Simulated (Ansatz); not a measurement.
# COP: the cost of one run

The runs use Ansatz 0.2.0, Gaussian basis; def2-QZVPP, all electrons in the functionals, frozen cores in the correlation of double hybrids and RPA.

The runs, in order: PBE, BLYP, r2SCAN, B97M-V, PBE0, B3LYP, wB97M-V, B2PLYP, at charge 0, doublet; charge 0, quartet; charge 1, singlet; charge 1, triplet.

2 further runs of the same task are left out: 2 set aside as unsound or not needed.

## Step 1: The geometry

The geometry is a PBE0/def2-TZVP stationary point (not a proven minimum).

3 atoms, charge 0, spin multiplicity 2.

Atoms are counted from 1 here; the program's logs count them from 0.

Bond lengths: O1–C2 1.157 Å, C2–P3 1.656 Å. Angles: O1–C2–P3 180.0°.

No dispersion term is added; B97M-V, wB97M-V hold VV10 nonlocal correlation. B3LYP takes the VWN-RPA correlation.

The geometry shown and the zero of energy belong to the point charge 0, doublet. The yardstick, UCCSD(T), and other wave-function levels (R restricted, U unrestricted, valence and pair active spaces) come from earlier runs.

## Step 2: PBE, charge 0, doublet

The input, in.yaml:

```yaml
crystal:
  periodic: [false, false, false]
  atoms:
    - {symbol: O, position_ang: [0.000000, 0.000000, 1.323100]}
    - {symbol: C, position_ang: [0.000000, 0.000000, 0.166400]}
    - {symbol: P, position_ang: [0.000000, 0.000000, -1.489500]}
basis:
  gaussian: {orbitals: "def2-QZVPP.json"}
magnetization: {spin_polarized: true, initial_magnetization: 1}
hamiltonian: {xc: {name: PBE}}
output: {orbitals: {seedname: orbitals}}
```

Launch:

```sh
> ansatz run in.yaml --threads 1 --pin off --events-out ev --progress --plain --max-ram 2393MiB
```

**Question.** How long does this run take on 1 thread of Arm Neoverse V2, shared host, and how much memory does it need?

About 6 s, with a peak of 0.28 GiB.
